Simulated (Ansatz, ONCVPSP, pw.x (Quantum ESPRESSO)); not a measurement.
Which Ge potential is closest to all-electron in the diamond crystal?

All use PBE, scalar-relativistic, no spin, cutoffs from each file’s atomic test, pw.x 7.5; 8³ k-points, Fermi–Dirac smearing 0.01 Ry. Δ is the rms difference from all-electron LAPW of the E(V) curves that follow from fits to the pressures, over ±6 % in volume. Mesh and smearing are coarse and serve the comparison alone. The files are a selection: those with a ghost or negative overlap were mostly not run, and those with noisy or unconverged pressures or nearly equal Δ are left out.

All-electron: a0 = 5.765 Å (V0 = 23.95 Å³/atom), B0 = 57.6 GPa.

Task: Rank them by Δ, smallest first.
A. optimised norm-conserving Vanderbilt (ONCV), ONCVPSP 4.0.1.1 (patched build), PBE; core [Ar] 3d10, reference 4s2 4p2; waves: 4s: rc 1.65 bohr, ncon 4, nbas 8, qcut 3.4 1/bohr, 2 projectors, debl 2.9 Ha; 4p: rc 2.30 bohr, ncon 3, nbas 6, qcut 4.3 1/bohr, 2 projectors, debl 2.6 Ha; d scattering state at 0.11 Ha: rc 2.25 bohr, ncon 4, nbas 9, qcut 4.4 1/bohr, 1 projector; local part: polynomial inside 1.30 bohr (lpopt 5, dvloc0 0 Ha); core correction: Teter function, fcfact 2.25, rcfact 1.6.
B. optimised norm-conserving Vanderbilt (ONCV), ONCVPSP 4.0.1.1 (patched build), PBE; core [Ar], reference 3d10 4s2 4p2; waves: 4s: rc 1.85 bohr, ncon 3, nbas 6, qcut 2.9 1/bohr, 2 projectors, debl 3.7 Ha; 4p: rc 2.10 bohr, ncon 4, nbas 7, qcut 3.4 1/bohr, 1 projector; 3d: rc 1.20 bohr, ncon 3, nbas 7, qcut 12.7 1/bohr, 3 projectors, debl 0.8 Ha; local part: polynomial inside 0.95 bohr (lpopt 5, dvloc0 4 Ha); core correction: none. In the d channel the program set the typed energies aside and used -1.077, 0.250, 1.050 Ha.
C. optimised norm-conserving Vanderbilt (ONCV), ONCVPSP 4.0.1.1 (patched build), PBE; core [Ar] 3d10, reference 4s1.5 4p2.5; waves: 4s: rc 1.55 bohr, ncon 4, nbas 8, qcut 3.8 1/bohr, 2 projectors, debl 3.3 Ha; 4p: rc 2.15 bohr, ncon 4, nbas 7, qcut 4.3 1/bohr, 3 projectors, debl 0.9 Ha; d scattering state at 0.03 Ha: rc 1.70 bohr, ncon 4, nbas 9, qcut 5.3 1/bohr, 1 projector; local part: polynomial inside 1.00 bohr (lpopt 5, dvloc0 0 Ha); core correction: none.

Result: B (0.8 meV/atom), A (2.3 meV/atom), C (3.4 meV/atom).
